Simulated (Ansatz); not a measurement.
This geometry of CH$_{4}$NSi (7 atoms, charge 0, multiplicity 2) is a first-order saddle point.

Level of theory: Ansatz 0.2.0, UKS PBE-D4/def2-SVP.

```xyz
7
Properties=species:S:1:pos:R:3
C -0.917 0.157 -0.972
N -0.395 -0.516 -0.041
Si 0.836 -0.604 1.183
H -1.792 -0.232 -1.550
H -0.560 1.174 -1.287
H 0.636 0.541 2.156
H 2.191 -0.520 0.511
```

(1) Which two structures does it join? (They come from a converged band through this point; their orientation in space is the band's.)

(2) How far does it lie above each of them?

## Answers

(1) No bond is made or broken. The dihedral C1–N2–Si3–H7 goes from -154 to 23°. The two ends are copies of one structure, up to a mirror image or an exchange of like atoms.

Initial state:

```xyz
7
Properties=species:S:1:pos:R:3
C -1.111 0.134 -0.754
N -0.123 -0.609 -0.409
Si 0.970 -0.403 0.925
H -1.756 -0.164 -1.613
H -1.393 1.098 -0.259
H 1.127 0.997 1.488
H 2.286 -1.054 0.623
```

Final state:

```xyz
7
Properties=species:S:1:pos:R:3
C -0.832 -0.307 -1.018
N -0.679 0.274 0.116
Si 0.636 0.127 1.241
H -1.767 -0.148 -1.602
H -0.080 -0.983 -1.501
H 0.750 1.369 2.072
H 1.973 -0.333 0.693
```

(2) 0.180 eV above the first and 0.180 eV above the second. This is the barrier of this one path; another mechanism may lie lower.

Time of the run: 4.6 min on 1 thread of Arm Neoverse V1, on a shared host, peak memory 0.13 GiB.
